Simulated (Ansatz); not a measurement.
in.yaml

```yaml
crystal:
  periodic: [false, false, false]
  atoms:
    - {symbol: B, position_ang: [0.084376, 0.005225, 1.595999]}
    - {symbol: B, position_ang: [-0.080498, 0.013599, 0.014891]}
    - {symbol: S, position_ang: [-0.003878, -0.018825, -1.610890]}
basis:
  gaussian: {orbitals: STO-3G, point_charges: [{charge: 1.00, position_ang: [4.123, 0.027, 0.348]}]}
magnetization: {spin_polarized: false, initial_magnetization: 2}
correlation: {active_space: {ras: {orbitals: [5, 2, 5], electrons: 12, max_holes: 2, max_particles: 2}, fixed_orbitals: true}}
scf: {lower_state_search: off}
```

```sh
$ ansatz run in.yaml --threads 1 --pin off --events-out ev --progress --plain --max-ram 2393MiB
```

Log:

```
these checks for a lower state are left out or cut short: stability, starts, cluster_reference, orbital_swaps, neighbouring_geometries, increment
222 factors; integrals over basis functions are off by at most 2.3e-4 eV
mean field evaluation 1: about -12016.7848 eV, gradient 2.1e1 eV
mean field evaluation 2: about -12016.8014 eV, gradient 2.1e1 eV
mean field evaluation 4: about -12020.4354 eV, gradient 3.9e0 eV
mean field evaluation 8: about -12020.8582 eV, gradient 1.3e-1 eV
mean field -12020.85635277 eV, -441.7583229352 hartree, gradient 2.5e-6 eV, S^2 2.000000; 0 other end points of the search recorded, 0 dependent functions left out
reference -12020.85635277 eV, -441.7583229352 hartree; 14, 12 occupied and 5, 7 virtual orbitals, 222 factors
state -12024.18585800 eV, -441.8806799956 hartree
Total energy: -12024.18585800 eV, -441.8806799956 hartree
Checks for a lower state left out: stability, starts, cluster_reference, orbital_swaps, neighbouring_geometries, increment
```

Ran on 1 thread of AMD EPYC, shared host: 1.4 s wall, 0.08 GiB peak host memory.
